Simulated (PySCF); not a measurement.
Atomic charges by several schemes

Compound: C₃H₆S.
Cartesian coordinates in Å at the PBE0-D3(BJ)/def2-SVP level; atoms count from 1:
```xyz
10
C3H6S angstrom
C      1.070   -0.593    0.350
C      0.168    0.435   -0.274
C     -1.299    0.241   -0.293
S     -0.752    1.560    0.820
H      0.587   -1.052    1.225
H      1.310   -1.386   -0.379
H      2.016   -0.141    0.681
H      0.588    0.946   -1.149
H     -1.701   -0.653    0.198
H     -1.862    0.567   -1.174
```

Density: PBE0/pcSseg-1 (PySCF); schemes: Mulliken, IAO, Hirshfeld and ESP-fitted. Geometry: PBE0-D3(BJ)/def2-SVP; no solvent, vibrations or thermal averaging.

What partial charge does each atom carry?

In e; atoms taken as equivalent share a row and are averaged (×n: the atom named and its like, n in all):

| atom | environment | Mulliken | IAO | Hirshfeld | ESP-fitted |
| --- | --- | --- | --- | --- | --- |
| C1 | methyl carbon | -0.192 | -0.413 | -0.115 | -0.362 |
| C2 | sp3 carbon bound to sulfur | -0.364 | -0.150 | -0.022 | +0.076 |
| C3 | sp3 carbon bound to sulfur | -0.217 | -0.320 | -0.076 | -0.292 |
| S4 | sulfide sulfur | -0.079 | -0.027 | -0.072 | -0.188 |
| H5/H6/H7 | methyl hydrogen | +0.125 | +0.147 | +0.045 | +0.116 |
| H8 | methine hydrogen | +0.159 | +0.154 | +0.048 | +0.093 |
| H9 | methylene hydrogen | +0.156 | +0.155 | +0.051 | +0.177 |
| H10 | methylene hydrogen | +0.162 | +0.160 | +0.052 | +0.146 |

Mean size of the charges over all atoms: IAO 0.182 e, Mulliken 0.170 e, ESP-fitted 0.168 e, Hirshfeld 0.057 e. Each set sums to the total charge, 0, to within 0.001 e. The IAO scheme projects the occupied orbitals on a minimal set of polarised atomic orbitals and counts the electrons in each atom's part of it.

Some averages cover members that differ in this geometry: H5/H6/H7, ESP-fitted +0.102 to +0.132 e.

Lowest charge. The schemes don't all agree: Mulliken C2 (-0.364); IAO C1 (-0.413); Hirshfeld C1 (-0.115); ESP-fitted C1 (-0.362).

Highest charge. The schemes don't all agree: Mulliken H10 (+0.162); IAO H10 (+0.160); Hirshfeld H10 (+0.052); ESP-fitted H9 (+0.177).

How many electrons does the Mulliken scheme count on C3?

Z − q = 6 − (-0.217) = 6.217.

Sum the charges by element, for elements with more than one atom.

```
element  atoms  Mulliken     IAO  Hirshfeld  ESP-fitted
      C      3    -0.773  -0.883     -0.213      -0.579
      H      6    +0.852  +0.910     +0.285      +0.766
```

The run behind these numbers computed NMR shieldings as well. On an Arm Neoverse N1 with one thread, shared host, this took 9.5 s of wall time and 0.50 GiB of memory at its peak.
